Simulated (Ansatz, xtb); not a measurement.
Ranking isomers of C4H7−

11 gas-phase structures of C4H7−, found in a search over its isomers (lower ones may exist). Each was relaxed with GFN2-xTB; where two conformers were screened, the lower at r2SCAN-D4/def2-SVPD//GFN2-xTB is listed:

A. `[CH2-]/C=C/C`, a singlet
B. `[CH-]1CCC1`, a singlet
C. `[CH-]=C(C)C`, a singlet
D. `[H]/[C-]=C\CC`, a singlet
E. `C/[C-]=C\C`, a singlet
F. `[CH2-]/C=C\C`, a singlet
G. `[CH2-]C1CC1`, a singlet
H. `C=[C-]CC`, a singlet
I. `C[C@@H]1[CH-]C1`, a singlet
J. `C[C-]1CC1`, a singlet
K. `C=C([CH2-])C`, a singlet

Problem. Estimate their order in r2SCAN-D4/def2-SVPD//GFN2-xTB energy at these geometries, lowest first.

Solution. Calculated order at r2SCAN-D4/def2-SVPD//GFN2-xTB: K (0.0), F (1.9), A (2.9), C (18.2), D (21.6), H (21.8), E (21.9), J (25.8), I (27.4), G (28.5), B (33.5) kcal/mol. Less than 1 kcal/mol parts D and H; H and E, so the order within those pairs means little.

Energies above the lowest of each column, in kcal/mol; the last columns are at r2SCAN-D4/def2-SVPD geometries and were run for some of them only (a dash: not run or not comparable):

| structure | GFN2-xTB | HF/STO-3G | r2SCAN-D4/def2-SVPD//GFN2-xTB | r2SCAN-D4/def2-SVPD | CCSD(T)/def2-SVPD + ΔMP2/def2-TZVPPD |
| --- | --- | --- | --- | --- | --- |
| K | 0.6 | 3.0 | 0.0 | 0.0 | 0.0 |
| F | 0.9 | 0.6 | 1.9 | 0.0 | 0.8 |
| A | 0.0 | 0.0 | 2.9 | 2.6 | 4.6 |
| C | 23.3 | 10.6 | 18.2 | 18.3 | – |
| D | 26.9 | 14.2 | 21.6 | – | – |
| H | 24.7 | 13.4 | 21.8 | – | – |
| E | 21.5 | 10.3 | 21.9 | – | – |
| J | 15.0 | 8.3 | 25.8 | – | – |
| I | 19.4 | 11.6 | 27.4 | – | – |
| G | 25.7 | 27.0 | 28.5 | – | – |
| B | 16.4 | 6.9 | 33.5 | – | – |

CCSD(T)/def2-SVPD + ΔMP2/def2-TZVPPD puts K lowest of those it was run on, with F within 1 kcal/mol; GFN2-xTB picks A, HF/STO-3G picks A. Flexible structures stand in one conformer each, not always the lowest. Frequencies (r2SCAN-D4/def2-SVPD) were run for A, F, K alone. ΔMP2 is the change of the MP2 energy from the smaller to the larger basis.

Over these structures GFN2-xTB departs from r2SCAN-D4/def2-SVPD//GFN2-xTB by 5.2 kcal/mol on average once a common shift is removed. A GFN2-xTB relaxation took about 0.046 s and the r2SCAN-D4/def2-SVPD//GFN2-xTB energy about 1.8 s on a shared host (Ansatz 0.2.0, xtb 6.7.1).
